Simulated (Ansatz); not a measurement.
Species: CH₃S (charge 0, doublet). SMILES: C[S]
Geometry: optimised at B3LYP-D3(BJ)/def2-TZVP (Ansatz, an electronic-structure program).

Property: atomisation energy, in kcal/mol. Terms: six Cartesian d functions in 6-31G* and its kin unless marked 5d; valence correlation only; LANL2DZ with its own core potentials from Na on; no spin-orbit coupling; open shells spin-unrestricted; non-relativistic; 6-311+G** with 5d, 6d on Na to Ar in Ansatz; atomisation electronic, to ground-state atoms. CBS(X,Y): correlation extrapolated as X^-3; Hartree-Fock from the larger set. [CCSD(T)-MP2]/basis is that difference in the basis named. Ab initio and DFT rows: single points at B3LYP-D3(BJ) geometries (Ansatz).

Coupled cluster (Ansatz) is a level with limits of its own, used here on species with T1 under 0.025 (0.045 for open shells) and stable references: RI-MP2/CBS(aug-cc-pV(T+d)Z,aug-cc-pV(Q+d)Z)+[CCSD(T)-MP2]/aug-cc-pV(T+d)Z.

Value to compare with, RI-MP2/CBS(aug-cc-pV(T+d)Z,aug-cc-pV(Q+d)Z)+[CCSD(T)-MP2]/aug-cc-pV(T+d)Z (Ansatz): 382.3 kcal/mol.

```csv
level,program,atomisation energy (kcal/mol),difference
MP2/STO-3G,Ansatz,393.0,10.7
MP2/3-21G,Ansatz,317.8,-64.5
MP2/LANL2DZ,Ansatz,311.4,-70.9
MP2/6-31G*,Ansatz,345.0,-37.3
MP2/6-311+G**,Ansatz,359.0,-23.3
```

Among the 5 habitual levels, MP2/LANL2DZ lies farthest from RI-MP2/CBS(aug-cc-pV(T+d)Z,aug-cc-pV(Q+d)Z)+[CCSD(T)-MP2]/aug-cc-pV(T+d)Z (Ansatz) (-70.9 kcal/mol) and MP2/STO-3G nearest (10.7); 1 of 5 lie above it, and their mean absolute difference is 41.3 kcal/mol, the median 37.3. One case shows no general order.

The sets are all those run for this method; runs whose electronic state is in doubt are left out.
